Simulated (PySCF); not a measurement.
C2H6S, SMILES CSC. The structure is a stationary point at PBE-D3(BJ)/def2-TZVP.

All values below come from PBE-D3(BJ)/def2-TZVP in PySCF.

Harmonic wavenumbers (cm⁻¹): 183, 186, 257, 683, 732, 878, 917, 955, 1016, 1287, 1311, 1408, 1417, 1425, 1433, 2960, 2964, 3031, 3040, 3067, 3068. Rotational constants (GHz): 17.71, 7.526, 5.667; symmetry number 2.

Question: Work out the zero-point energy and the ideal-gas rigid-rotor harmonic-oscillator thermochemistry at 298.15 K and 1 atm.

Answer: ZPE = ½ Σ hcν = ½ × 32217 cm⁻¹ = 192.70 kJ/mol. H − E(el) = 208.15 kJ/mol. Entropy in J/(mol K): translation 160.24, rotation 92.85, vibration 31.19, total 284.28. G − E(el) = 123.39 kJ/mol. Cp = 73.40 J/(mol K).
